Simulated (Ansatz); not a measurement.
## How close CCSD(T) comes to the exact answer in a basis

Each species is computed at the geometry given (Å), with frozen cores, in Ansatz 0.2.0: RHF-CCSD(T) for singlets, UHF-CCSD(T) otherwise, and full CI in the same basis. The program picks the determinant by trial CCSD, so it needn't be the lowest Hartree–Fock solution. States: HAlB A'', Mg2 Σu⁻ or Δu, H3S⁺ B1. Cases whose determinant has another symmetry than full CI's state, or whose (Q) step broke down, weren't drawn.

**Question.** Judging by size, spin and bonding, rank them by the size of CCSD(T)'s error in total energy against full CI in the same basis, smallest first (an estimate).
A. H$_{3}$S⁺, triplet, 6-31G: S 0.000 -0.032 0.000; H 0.000 1.074 0.000; H 0.000 -0.030 1.520; H 0.000 -0.030 -1.520
B. HAlB, doublet, 6-31G: B 0.000 -0.208 1.505; Al 0.000 0.125 -0.545; H 0.000 -1.123 -1.547
C. Mg2, quintet, aug-cc-pVDZ: Mg 0.000 0.000 0.000; Mg 0.000 0.000 2.707

**Answer.** A (6.4 meV), C (15.2 meV), B (107.7 meV).

```tsv
species	basis	correlated electrons	CCSD(T) − full CI (meV)	CCSDT(Q) − full CI (meV)	unpaired electrons (full CI)	T1	⟨S²⟩ of the determinant
H3S⁺, triplet	6-31G	8	6.4	-0.1	2.02	0.016	2.04
Mg2, quintet	aug-cc-pVDZ	4	15.2	-1.4	4.00	0.014	6.00
HAlB, doublet	6-31G	7	107.7	5.2	1.56	0.073	1.66
```

Unpaired electrons are Σ n²(2−n)² over natural occupations; an open shell counts its own unpaired electrons too. Frozen cores follow each run's orbitals, which moves totals by a few meV.
